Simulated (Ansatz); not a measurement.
**Where CCSD(T) holds and where it slips**

Each species is computed at the geometry given (Å), with frozen cores, in Ansatz 0.2.0: RHF-CCSD(T) for singlets, UHF-CCSD(T) otherwise, and full CI in the same basis. The program picks the determinant by trial CCSD, so it needn't be the lowest Hartree–Fock solution. States: SiC Π, BH Π, HSi–CH A'. Cases whose determinant has another symmetry than full CI's state, or whose (Q) step broke down, weren't drawn.

Task: Judging by size, spin and bonding, rank them by the size of CCSD(T)'s error in total energy against full CI in the same basis, smallest first (an estimate).
A. BH, triplet, aug-cc-pVTZ: B 0.000 0.000 0.000; H 0.000 0.000 1.206
B. HSi–CH, triplet, 6-31G: Si 0.000 -0.101 0.500; C 0.000 0.165 -1.115; H 0.000 0.996 1.498; H 0.000 -0.145 -2.148
C. SiC, triplet, cc-pVDZ: Si 0.000 0.000 0.000; C 0.000 0.000 1.636

Result: A (11.8 meV), B (63.7 meV), C (97.2 meV).

| species | basis | correlated electrons | CCSD(T) − full CI (meV) | CCSDT(Q) − full CI (meV) | unpaired electrons (full CI) | T1 | ⟨S²⟩ of the determinant |
| --- | --- | --- | --- | --- | --- | --- | --- |
| BH, triplet | aug-cc-pVTZ | 4 | 11.8 | -0.6 | 2.01 | 0.020 | 2.00 |
| HSi–CH, triplet | 6-31G | 10 | 63.7 | -4.5 | 2.31 | 0.057 | 2.17 |
| SiC, triplet | cc-pVDZ | 8 | 97.2 | 1.2 | 2.18 | 0.081 | 2.39 |

Unpaired electrons are Σ n²(2−n)² over natural occupations; an open shell counts its own unpaired electrons too. Frozen cores follow each run's orbitals, which moves totals by a few meV.
